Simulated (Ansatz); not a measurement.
Reaction (SMILES): F (HF) → F atom + H atom
B3LYP-D3(BJ)/def2-TZVP geometries, fixed; electronic energies without zero-point terms.
Largest species:
```
F
H 1 0.9245
```

Energies in hartree at CCSD(T) with Ansatz (an electronic-structure program); the bond dissociation energy is their sum with the coefficients shown, times 627.509 kcal/mol a hartree. All functions are spherical. Cores are frozen. Open shells are unrestricted. No added dispersion term, no relativity.

| species | coefficient | part | aug-cc-pVDZ | aug-cc-pVTZ | aug-cc-pVQZ |
|---|---|---|---|---|---|
| F (HF) | -1 | Hartree-Fock | -100.03310 | -100.06068 | -100.06814 |
| F (HF) | -1 | correlation | -0.23054 | -0.28888 | -0.30919 |
| F atom | +1 | Hartree-Fock | -99.38109 | -99.40688 | -99.41409 |
| F atom | +1 | correlation | -0.16898 | -0.22095 | -0.23882 |
| H atom | +1 | Hartree-Fock | -0.49933 | -0.49982 | -0.49995 |

**Question.** Predict the bond dissociation energy in aug-cc-pV5Z (X = 5): let each Hartree-Fock step shrink by the ratio of the last two, and fit each correlation energy at X = 3 and 4 to E + A/X^3. Compare with the run.

**Answer.** 
- F (HF): steps -0.02758 and -0.00746, ratio 0.270, so Hartree-Fock -100.07015 (run: -100.07015); A = (-0.28888 - (-0.30919))/(1/27 - 1/64) = 0.9485, correlation -0.30919 - A/64 + A/125 = -0.31642 (run: -0.31643).
- F atom: steps -0.02579 and -0.00721, ratio 0.280, so Hartree-Fock -99.41611 (run: -99.41609); A = (-0.22095 - (-0.23882))/(1/27 - 1/64) = 0.8346, correlation -0.23882 - A/64 + A/125 = -0.24518 (run: -0.24558).
- H atom: steps -0.00049 and -0.00013, ratio 0.265, so Hartree-Fock -0.49998 (run: -0.49999).
Predicted 141.38 kcal/mol; the run in aug-cc-pV5Z gives 141.14, a miss of 0.24. Keeping the value in aug-cc-pVQZ, 140.86, would miss by -0.28. All sums are of the energies as printed.
